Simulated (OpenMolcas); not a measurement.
# H3O+ (oxonium) at 6 levels

Aim: a comparison of 6 runs (B2PLYP/STO-3G, PBE/STO-3G, SVWN5/STO-3G, UB3LYP/STO-3G, CISD/STO-3G, CCSD(T)/STO-3G) of H3O+ (oxonium). 

Program for the calculation: OpenMolcas 26.06.

## 1. The molecule

H3O+: 4 atoms, total charge +1, spin state singlet. SMILES: `[OH3+]`. The O1–H2 distance was set to 1.475 Å, away from the relaxed value. At this shape a bond of the SMILES string is far longer than usual.

Bond lengths: O1–H3 0.983 Å, O1–H4 0.984 Å. Angles: H3–O1–H4 112.0°.

## 2. The energy at B2PLYP/STO-3G (run 1)

Contents of calc.input:

```
>>> EXPORT MOLCAS_PRINT=2
&GATEWAY
BasLib=$CurrDir
Coord
4
bohr
O      0.35330131    -1.04179845    -0.17685569
H      0.40483603     1.73748979     0.03112379
H     -0.79841118    -1.61929876    -1.51625577
H     -0.01126466    -1.85585467     1.45401575
Basis=STO-3G
Group=NoSym
&SEWARD
GridInput
Grid=UltraFine
End of Grid
&SCF
Charge=1
KSDFT=B2PLYP_SCF
Thresholds=1e-10 1e-07 1e-07 1e-05
PrOrbitals=1 1
&MBPT2
Frozen=1
```

The basis set STO-3G is read from a file made from the Basis Set Exchange's data (not shown).

On the command line:

```
$ export MOLCAS_MEM=1860
$ pymolcas calc.input > calc.log
```

The log of the run:

```text
--- Start Module: gateway ---
[...]
--- Stop Module: gateway /rc=_RC_ALL_IS_WELL_ ---
[...]
      Basis functions            8
[...]
--- Start Module: scf ---
[...]
       Convergence after  13 Iterations
[...]
::    Total KS-DFT energy                             -75.4680935441
[...]
      Total spin, S                                     0.0000000000
[...]
      Total electronic charge=   10.000000
      Total            charge=    1.000000
[...]
      Dipole Moment (debye):
      Origin of the operator (angstrom)=    0.1459   -0.5124   -0.0796
                   X= -1.6525E+00               Y=  1.7662E+00               Z=  5.7923E-01           Total=  2.4871E+00
      Center of Charge (angstrom)
[...]
--- Stop Module: scf /rc=_RC_ALL_IS_WELL_ ---
[...]
--- Start Module: mbpt2 ---
[...]
 ###    WARNING: MP2 implementation intended for RHF references only         ###
 ###############################################################################
MBPT2 WARNING: Reference function according to RunFile:KS-DFT
I'll assume you know what you're doing and continue
WARNING!
Default frozen orbitals as non valence orbitals is overwritten by user input.
Default values:   1
[...]
       Reference weight ( Cref**2 )         =        0.94760
::    Total MBPT2 energy                              -75.5552007513
[...]
      Total MBPT2 calculations                           0.04      0.04
--- Stop Module: mbpt2 /rc=_RC_ALL_IS_WELL_ ---
[...]
```

Run time: 3.6 s. Hardware: 1 thread of Arm Neoverse V1, shared host; peak memory 0.37 GiB.

## 3. The energy at PBE/STO-3G (run 2)

Contents of calc.input:

```
&GATEWAY
 BASLIB
 $CurrDir
 COORD
 4
 bohr
 O      0.35330131    -1.04179845    -0.17685569
 H      0.40483603     1.73748979     0.03112379
 H     -0.79841118    -1.61929876    -1.51625577
 H     -0.01126466    -1.85585467     1.45401575
 BASIS
 STO-3G
 GROUP
 NoSym

&SEWARD
 GRIDINPUT
 Grid=UltraFine
 End of Grid

&SCF
 CHARGE
 1
 KSDFT
 PBE
 THRESHOLDS
 1e-10 1e-07 1e-07 1e-05
 PRORBITALS
 1 1
```

The basis set STO-3G is read from a file made from the Basis Set Exchange's data (not shown).

On the command line:

```
$ export MOLCAS_MEM=1860
$ pymolcas calc.input > calc.log
```

The log of the run:

```text
--- Start Module: gateway ---
[...]
--- Stop Module: gateway /rc=_RC_ALL_IS_WELL_ ---
--- Start Module: seward ---
[...]
      Basis functions            8
--- Stop Module: seward /rc=_RC_ALL_IS_WELL_ ---
--- Start Module: scf ---
[...]
       Convergence after  14 Iterations
[...]
::    Total KS-DFT energy                             -75.5190022135
[...]
      Total spin, S                                     0.0000000000
[...]
      Total electronic charge=   10.000000
      Total            charge=    1.000000
[...]
      Dipole Moment (debye):
      Origin of the operator (angstrom)=    0.1459   -0.5124   -0.0796
                   X= -1.6594E+00               Y=  1.4969E+00               Z=  5.5957E-01           Total=  2.3038E+00
      Center of Charge (angstrom)
[...]
--- Stop Module: scf /rc=_RC_ALL_IS_WELL_ ---
[...]
```

It took 3.9 s on 1 thread of Arm Neoverse V1, shared host; peak memory 0.37 GiB.

Runs 3 to 5 aren't shown in full; the table further down has their settings and results.

## 4. The energy at CCSD(T)/STO-3G (run 6)

Contents of calc.inp:

```
&GATEWAY
 BASLIB=$CurrDir
 COORD
 4
 bohr
 O      0.35330131    -1.04179845    -0.17685569
 H      0.40483603     1.73748979     0.03112379
 H     -0.79841118    -1.61929876    -1.51625577
 H     -0.01126466    -1.85585467     1.45401575
 BASIS=STO-3G
 GROUP=NoSym

&SEWARD

&SCF
 CHARGE=1
 THRESHOLDS=1e-10 1e-07 1e-07 1e-05
 PRORBITALS=1 1

&RASSCF
 FILEORB=$Project.ScfOrb
 SPIN=1
 NACTEL=0 0 0
 INACTIVE=5
 RAS2=0
 OUTORBITALS=Canonical
 ORBLISTING=Nothing

&MOTRA
 JOBIPH
 FROZEN=1

&CCSDT
 CCT
 TRIPLES=2
 ITERATIONS=80
 ACCURACY=1e-08
 EXTRAPOLATION=5 4
```

The basis set STO-3G is read from a file made from the Basis Set Exchange's data (not shown).

On the command line:

```
$ export MOLCAS_MEM=1860
$ pymolcas calc.inp > calc.log
```

The log of the run:

```text
--- Start Module: gateway ---
[...]
--- Stop Module: gateway /rc=_RC_ALL_IS_WELL_ ---
[...]
      Basis functions            8
[...]
       Convergence after  13 Iterations
[...]
::    Total SCF energy                                -75.2139914546
[...]
      Total spin, S                                     0.0000000000
[...]
      Number of active orbitals                  0
[...]
      Spin quantum number                      0.0
[...]
      Active orbitals                            0
[...]
      Number of CSFs                             1
[...]
      Number of root(s) required                 1
[...]
      Convergence after  4 iterations
[...]
      Natural orbitals and occupation numbers for root  1
      ************************************************************************************************************************
      *                                                    Final results                                                     *
      ************************************************************************************************************************
[...]
::    RASSCF root number  1 Total energy:    -75.21399145
[...]
      Total electronic charge=   10.000000
      Total            charge=    1.000000
[...]
      Dipole Moment (debye):
      Origin of the operator (angstrom)=    0.1459   -0.5124   -0.0796
                   X= -1.6288E+00               Y=  2.0167E+00               Z=  5.9297E-01           Total=  2.6593E+00
      Center of Charge (angstrom)
[...]
--- Start Module: motra ---
[...]
      *** WARNING: Default frozen orbitals is overwritten by user input.
      *** Default values:   1
[...]
--- Stop Module: motra /rc=_RC_ALL_IS_WELL_ ---
--- Start Module: ccsdt ---
[...]
      Convergence after                    16  Iterations
      Total energy (diff) :     -75.30087091      -0.00000000
[...]
 METHOD                       : CCSD+T(CCSD)+<T3(1)WT1> = CCSD(T)
[...]
       CCSD     =       -75.3008709052322
[...]
--- Stop Module: ccsdt /rc=_RC_ALL_IS_WELL_ ---
[...]
```

Wall time 2.3 s (1 thread of Arm Neoverse V1, shared host); peak memory 0.37 GiB.

## 5. All runs side by side

| run | level | frozen core orbitals | scramble | energy (Eh) | HOMO energy (eV) | LUMO energy (eV) | HOMO–LUMO gap (eV) | wall time |
| --- | --- | --- | --- | --- | --- | --- | --- | --- |
| 1 | B2PLYP/STO-3G | 1 | – | -75.491612 | -19.30 | -7.05 | 12.25 | 3.6 s |
| 2 | PBE/STO-3G | – | – | -75.519002 | -15.05 | -10.20 | 4.85 | 3.9 s |
| 3 | SVWN5/STO-3G | – | – | -75.026890 | -14.75 | -9.83 | 4.92 | 3.6 s |
| 4 | UB3LYP/STO-3G | – | 0.25 | -75.596631 | -16.90 | -9.24 | 7.66 | 6 s |
| 5 | CISD/STO-3G | 1 | – | -75.298335 | -22.61 | -3.93 | 18.68 | 1.8 s |
| 6 | CCSD(T)/STO-3G | 1 | – | -75.302041 | -22.61 | -3.93 | 18.68 | 2.3 s |

## 6. What came out

| quantity | value |
| --- | --- |
| run 6: total energy | -75.30204 Eh |
| run 6: HOMO energy (Hartree–Fock orbitals) | -22.61 eV |
| run 6: LUMO energy (Hartree–Fock orbitals) | -3.93 eV |
| run 6: HOMO–LUMO gap (Hartree–Fock orbitals) | 18.68 eV |
| run 6: correlation energy (1 core orbital frozen) | -88.0 mEh |
| run 6: (T) correction | -1.17 mEh |

In words: Over runs 1, 2, 3, 4 the HOMO–LUMO gap runs from 4.85 eV (PBE/STO-3G) to 12.25 eV (B2PLYP/STO-3G). A double hybrid's value is that of its SCF part. For B2PLYP the log adds the whole second-order term; the table takes 0.27 of it, as the functional is defined. Totals of different functionals can't be ranked against each other. In runs 1, 2, 3, 4, 5, 6 the basis is minimal, so the values are rough. All runs together took 21 s, the longest 6 s.
